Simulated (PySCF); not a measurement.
B3LYP has the VWN-RPA correlation part, as in Gaussian. Delta-SCF ions had no search for a lower state. Excitations are Tamm–Dancoff values on a coarser integration grid. The basis has no diffuse functions, so Rydberg states are missing or too high.

**BCl₃, SMILES `ClB(Cl)Cl` (charge 0, multiplicity 1)**

These are B3LYP-D3(BJ)/def2-TZVP (PySCF) values and carry that method's errors.

```yaml
HOMO: -8.81 eV
dipole_moment: 0.000 e·Å
HOMO–LUMO gap: 6.91 eV
LUMO: -1.89 eV
S1 excitation (TDA): 5.59 eV
S1 oscillator strength: 0.000
brightest of the four lowest singlets (TDA): 7.06 eV
T1 excitation (TDA): 5.41 eV
S1–T1 gap (TDA): 0.18 eV
vertical ionisation energy (Delta-SCF): 11.21 eV
total_energy: -1405.6751 Ha
cost: roughly 70 core-seconds
```

Bonds (Å): Cl1–B2 1.745, B2–Cl3 1.745, B2–Cl4 1.745. Bond angles (°): Cl1–B2–Cl3 120.0, Cl1–B2–Cl4 120.0, Cl3–B2–Cl4 120.0.
